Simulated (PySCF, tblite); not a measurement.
# C4H5ClF radical: geometry, infrared bands and EPR parameters

Aim: predict the infrared bands and EPR parameters of C4H5ClF radical (`C[C]1[C@@H](Cl)[C@H]1F`).

Computed with tblite 0.8.0 and PySCF 2.14.0, with density-fitted response routines of our own, on a single molecule in the gas phase. Atoms are numbered from 0 throughout.

## Step 1: The molecule as given

11 atoms, charge 0, multiplicity 2; geometry from: force field or distance geometry start.

Bonds of the start (Å): C0–C1 1.54, C1–C2 1.52, C2–Cl3 1.77, C2–C4 1.52, C4–F5 1.36, C4–C1 1.50, C0–H6 1.10, C0–H7 1.11, C0–H8 1.11, C2–H9 1.10, C4–H10 1.10.

## Step 2: Optimising the geometry with GFN2-xTB

What the job is given:

```
{"job": {"kind": "relax", "xc": "GFN2-xTB", "basis": "xTB"}, "charge": 0, "multiplicity": 2}
C      1.443600    -0.073000    -0.107100
C      0.104700    -0.050500    -0.867900
C     -0.981100    -0.712400    -0.034700
Cl    -0.613300    -1.195000     1.622900
C     -0.971400     0.790900    -0.254800
F     -0.621000     1.581300     0.796300
H      2.245400     0.085000    -0.838100
H      1.525400    -1.036400     0.447500
H      1.455900     0.793900     0.583800
H     -1.751800    -1.327900    -0.529600
H     -1.831100     1.146800    -0.844200
```

Command:

```
$ OMP_NUM_THREADS=1 python probes_run.py task.json out
```

One launch serves the whole session: the jobs run in the order shown.

Standard output:

```text
step      E/eV     max force
  0    -551.35391    3.164
  1    -551.54132    1.651
  2    -551.64272    0.562
  3    -551.66959    0.552
  4    -551.73979    0.714
  5    -551.77387    0.656
  6    -551.80653    0.469
  7    -551.82526    0.434
  8    -551.84656    0.432
  9    -551.86514    0.362
 10    -551.88072    0.264
 11    -551.89022    0.191
 12    -551.89677    0.250
 13    -551.90294    0.233
 14    -551.90784    0.231
 15    -551.91072    0.170
 16    -551.91254    0.122
 17    -551.91429    0.122
 18    -551.91619    0.145
 19    -551.91804    0.140
 20    -551.91988    0.136
 21    -551.92190    0.169
 22    -551.92389    0.161
 23    -551.92528    0.095
 24    -551.92589    0.054
 25    -551.92617    0.051
 26    -551.92642    0.060
 27    -551.92666    0.050
 28    -551.92683    0.029
 29    -551.92692    0.022
 30    -551.92698    0.024
 31    -551.92704    0.028
 32    -551.92710    0.028
 33    -551.92715    0.019
 34    -551.92719    0.017
 35    -551.92723    0.017
 36    -551.92727    0.027
 37    -551.92732    0.030
 38    -551.92739    0.032
 39    -551.92749    0.034
 40    -551.92758    0.023
 41    -551.92766    0.027
 42    -551.92773    0.028
 43    -551.92781    0.032
 44    -551.92796    0.044
 45    -551.92821    0.052
 46    -551.92852    0.057
 47    -551.92879    0.041
 48    -551.92899    0.048
 49    -551.92919    0.054
 50    -551.92949    0.053
 51    -551.92987    0.059
 52    -551.93028    0.075
 53    -551.93055    0.117
 54    -551.93099    0.070
 55    -551.93138    0.045
 56    -551.93201    0.052
 57    -551.93251    0.096
 58    -551.93298    0.066
 59    -551.93354    0.068
 60    -551.93420    0.085
 61    -551.93418    0.148
 62    -551.93519    0.064
 63    -551.93579    0.054
 64    -551.93700    0.099
 65    -551.93743    0.047
 66    -551.93780    0.024
 67    -551.93791    0.022
 68    -551.93793    0.014
 69    -551.93794    0.012
 70    -551.93795    0.008
```

Wall time 0.26 s (1 thread of Arm Neoverse V2, shared host).

Along the way: (not every step is listed)

```
step  energy from step 0 (eV)  largest force (eV/Å)
   0                   0.0000                3.1636
   1                  -0.1874                1.6508
   2                  -0.2888                0.5619
   3                  -0.3157                0.5521
   4                  -0.3859                0.7139
   5                  -0.4200                0.6562
   6                  -0.4526                0.4695
   7                  -0.4713                0.4342
   8                  -0.4926                0.4320
  13                  -0.5490                0.2330
  18                  -0.5623                0.1447
  23                  -0.5714                0.0949
  28                  -0.5729                0.0293
  33                  -0.5732                0.0186
  38                  -0.5735                0.0318
  43                  -0.5739                0.0320
  48                  -0.5751                0.0481
  53                  -0.5766                0.1173
  58                  -0.5791                0.0660
  63                  -0.5819                0.0544
  65                  -0.5835                0.0475
  66                  -0.5839                0.0244
  67                  -0.5840                0.0218
  68                  -0.5840                0.0139
  69                  -0.5840                0.0118
  70                  -0.5840                0.0075
```

Distances of close pairs at the start and the end, largest changes first:

```csv
bond,before (Å),after (Å),change (Å)
C0–C1,1.540,1.467,-0.073
C1–C2,1.520,1.453,-0.067
C1–C4,1.497,1.461,-0.036
C0–H7,1.115,1.088,-0.026
C2–H9,1.104,1.082,-0.022
C2–Cl3,1.765,1.782,+0.017
C4–H10,1.101,1.085,-0.016
C0–H8,1.109,1.097,-0.012
```

The end geometry stands in the next job.

## Step 3: Harmonic vibrations with GFN2-xTB

What the job is given:

```
{"job": {"kind": "ir", "xc": "GFN2-xTB", "basis": "xTB"}, "charge": 0, "multiplicity": 2}
C      1.539682    -0.083575    -0.152256
C      0.123732    -0.144469    -0.531160
C     -1.053025    -0.705254     0.110930
Cl    -0.999331    -1.151230     1.835317
C     -0.997559     0.764320    -0.303879
F     -0.902477     1.736674     0.655185
H      2.092554     0.530912    -0.861977
H      1.968659    -1.083085    -0.118486
H      1.654741     0.375456     0.837243
H     -1.758989    -1.341727    -0.405540
H     -1.662563     1.104648    -1.091340
```

Standard output:

```text
mode    cm-1     km/mol
  1      90.8      0.88
  2     122.5     12.84
  3     148.0      1.84
  4     162.4      5.30
  5     416.1      3.19
  6     464.7      9.22
  7     522.2     13.65
  8     636.0     10.86
  9     778.3      9.52
 10     865.5     27.69
 11     912.9     12.08
 12     980.7     22.73
 13    1002.8      3.02
 14    1028.6      3.10
 15    1086.4     30.05
 16    1124.0     57.11
 17    1148.8     18.71
 18    1242.0     18.78
 19    1373.3     21.27
 20    1430.6      9.30
 21    1447.3     13.95
 22    1499.3     17.10
 23    2902.3      4.33
 24    3001.2     10.67
 25    3011.3      8.65
 26    3020.5      3.23
 27    3028.9     11.99
```

Wall time 0.19 s (1 thread of Arm Neoverse V2, shared host).

The strongest bands and the atoms that carry them (share of the mass-weighted mode):

| cm⁻¹ | km/mol | atoms |
| --- | --- | --- |
| 866 | 27.7 | H9 27 %, C4 23 %, F5 14 %, C1 12 % |
| 981 | 22.7 | C2 32 %, C4 14 %, H6 13 % |
| 1086 | 30.1 | H7 23 %, C1 19 %, C0 13 %, H9 11 % |
| 1124 | 57.1 | C4 34 %, H10 18 %, C1 16 % |
| 1149 | 18.7 | H9 77 %, C2 12 % |
| 1242 | 18.8 | H10 76 %, C4 16 % |
| 1373 | 21.3 | H8 32 %, H6 27 %, H7 23 %, C0 17 % |
| 1499 | 17.1 | C1 61 %, C4 16 %, C2 12 % |

## Step 4: g tensor and hyperfine couplings: B3LYP/pcH-1

Same as in step 3 but for these lines:

```diff
@@ -1,2 +1,2 @@
-{"job": {"kind": "ir", "xc": "GFN2-xTB", "basis": "xTB"}, "charge": 0, "multiplicity": 2}
+{"job": {"kind": "epr", "basis": "pcH-1"}, "charge": 0, "multiplicity": 2}
 C      1.539682    -0.083575    -0.152256
```

With the program's defaults for keys left out, this is: UKS B3LYP, pcH-1 on C Cl F H, non-relativistic, mean-field spin-orbit, GIAO.

Standard output:

```text
UKS, coarse grid
  cycle   1  E = -715.33060126  |g| = 3.88e-01
  cycle   2  E = -715.27979313  |g| = 5.72e-01
  cycle   3  E = -715.38440295  |g| = 6.50e-02
  cycle   4  E = -715.38583334  |g| = 3.15e-02
  cycle   5  E = -715.38632222  |g| = 8.81e-03
  cycle   6  E = -715.38637445  |g| = 4.03e-03
  cycle   7  E = -715.38638733  |g| = 1.37e-03
  cycle   8  E = -715.38638921  |g| = 6.01e-04
UKS, final grid
  cycle   1  E = -715.38635345  |g| = 7.03e-04
  cycle   2  E = -715.38635330  |g| = 9.32e-04
  cycle   3  E = -715.38635368  |g| = 9.43e-05
  cycle   4  E = -715.38635368  |g| = 3.21e-05
  cycle   5  E = -715.38635369  |g| = 1.52e-05
E = -715.38635369 Eh   <S^2> = 0.7541 (exact 0.7500)
g shifts (ppm)      1          2          3
  rmc          -170       -170       -170
  gc             15         17         29
  oz_so        -305       2159       2846
  total        -459       2006       2705
hyperfine (MHz)  atom isotope    a_iso     a_fc   dipolar eigenvalues
    0   13C     -18.40     -18.42     -2.63     -0.72      3.35
    1   13C     220.70     220.70    -69.60    -67.85    137.45
    2   13C      -9.08      -9.10     -9.02     -0.66      9.68
    3  35Cl      11.91      11.50    -14.42    -11.05     25.48
    4   13C      -4.41      -4.41     -7.77     -0.80      8.56
    5   19F      92.51      92.07    -80.40    -60.07    140.48
    6    1H      42.62      42.61     -4.90     -4.50      9.40
    7    1H      16.70      16.70     -4.58     -4.24      8.82
    8    1H     132.11     132.10     -4.54     -2.41      6.95
    9    1H      82.25      82.25     -7.53     -2.57     10.10
   10    1H      62.35      62.35     -7.16     -2.48      9.64
```

It took 38 s on 1 thread of Arm Neoverse V2, shared host; peak memory 0.74 GiB.

Principal g values 2.00186, 2.00433, 2.00502; g(iso) = 2.00374, against 2.00232 for a free electron.

Hyperfine couplings; where a row names several nuclei, a(iso) is their mean (it holds for fast rotation or exchange) and the dipolar term the largest among them:

```
    nuclei  isotope  a(iso) (MHz)  a(iso) (G, at g = 2.0023)  largest dipolar term (MHz)
        C1      13C         220.7                       78.8                       137.5
        F5      19F          92.5                       33.0                       140.5
        H9       1H          82.2                       29.3                        10.1
H6, H7, H8       1H          63.8                       22.8                         9.4
       H10       1H          62.4                       22.2                         9.6
        C0      13C         -18.4                       -6.6                         3.4
       Cl3     35Cl          11.9                        4.2                        25.5
        C2      13C          -9.1                       -3.2                         9.7
        C4      13C          -4.4                       -1.6                         8.6
```

Mulliken spin populations:

| atom | value (e) |
| --- | --- |
| C0 | -0.05 |
| C1 | 0.84 |
| C2 | -0.01 |
| Cl3 | 0.05 |
| C4 | 0.01 |
| F5 | 0.02 |
| H6 | 0.02 |
| H7 | 0.01 |
| H8 | 0.06 |
| H9 | 0.03 |
| H10 | 0.03 |

In first order the couplings over 0.8 MHz of 19F, 1H, 35Cl give 128 distinct lines over 165.6 G, if the averaged nuclei exchange fast.

The fields below are evaluated on a grid from the run's orbitals.

ELF in a plane through or near 6 of the atoms.

Ten even steps from ' ' (0.00) to '@' (1.00):
```
                                                        
                                                        
                                ....                    
                          ....------::..                
                          ....------::..                
          ..==**++--        ....::....                  
        ..**@@@@@@%%..      ..::----::..                
        ::%%@@@@@@@@==    ::++**==++**++--              
        ..**%%@@@@@@++++++**%%++**##**##++..            
          ::==##==..==%%##--**##==++##**--              
          --++##++::==@@##..--****####++::              
        ::%%@@@@@@%%++****##@@##....####==..            
        ==@@@@@@@@@@::  ::**####**%%@@@@@@**..          
        ..%%@@@@@@##      ::--==**@@@@@@@@##--          
          ::==**++::          ..--**@@@@@@++..          
                                  ..==++==..            
                                                        
                                                        
                                                        
                                                        
```
The map spans 9.4 Å across and 8.9 Å up, centred on the molecule. Atoms in the plane (x, y in Å): C0 (-1.5, 0.0), C1 (-0.1, -0.1), C2 (1.0, 0.7), C4 (1.0, -0.8), H6 (-2.1, -0.9), H7 (-2.0, 0.9).

On the surface of density 0.002 e/bohr³ the electrostatic potential runs, from the 1st to the 99th percentile, from -1.00 V near F5 to 1.26 V near H9.

The spin density lies nearest to C1 65 %.

## Step 5: Results

| quantity | value |
| --- | --- |
| strongest single infrared mode (GFN2-xTB) | 1124 cm⁻¹, 57 km/mol |
| zero-point energy (GFN2-xTB) | 47.8 kcal/mol |
| g(iso) (B3LYP) | 2.00374 |
| ⟨S²⟩ | 0.754 (exact 0.75) |
| largest a(iso) (averaged by class) | 13C on C1, 220.7 MHz |
| surface potential, 1st and 99th percentile | -1.00 V and 1.26 V |

What this shows: The optimisation took 70 steps and gained 0.584 eV; among the close pairs (by a distance rule), C0–C1 changed most, from 1.540 to 1.467 Å. All 27 modes are real, so the xTB geometry is a minimum. The strongest single mode, at 1124 cm⁻¹, has its largest shares on C4, H10 and C1 (the list is cut at 3 atoms). Unscaled tight-binding wavenumbers are off by several per cent, some by more. Its intensities can rank the bands wrongly. Most of the unpaired spin sits on C1 (0.84 e). The isotropic g lies 1.4 ppt above the free-electron value.
